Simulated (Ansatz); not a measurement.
**Worked example: SiH3Cl + SiH2(SiH3)F → SiH3F + SiH2(SiH3)Cl**

Gas-phase species: SiH3Cl (chlorosilane) `[SiH3]Cl`, singlet; SiH2(SiH3)F, singlet; SiH3F `F[SiH3]`, singlet; SiH2(SiH3)Cl, singlet. The partners trade Cl for F; both sit on Si, so the bond types are kept.

Shapes, held fixed at every level: PBE0-D4/def2-TZVP. Programs: Ansatz 0.2.0. The zero-point and thermal change to 298 K, harmonic and unscaled (PBE0-D4/def2-TZVP), is +0.4 kJ/mol.

At CCSD(T)/CBS estimate; 1 Eh = 2625.50 kJ/mol:

| species | energy (Eh) |
| --- | --- |
| SiH3Cl | -750.696358 |
| SiH2(SiH3)F | -681.000670 |
| SiH3F | -390.723454 |
| SiH2(SiH3)Cl | -1040.976292 |

Question: Work out ΔH(298 K) of the reaction at this level.

Answer: 
1. Products less reactants: (-390.723454) + (-1040.976292) − [(-750.696358) + (-681.000670)] = -0.002718 Eh = -7.1 kJ/mol.
2. With the thermal change: -7.1 + (+0.4) = -6.7 kJ/mol.

Other levels give -8.1 (MP2/def2-TZVPP) to -4.3 kJ/mol (SPW92/def2-TZVPP). No measured value is set beside it here. The CBS estimate extrapolates MP2 from def2-TZVPP and def2-QZVPP and adds CCSD(T) − MP2 in the triple-zeta set, cores frozen.
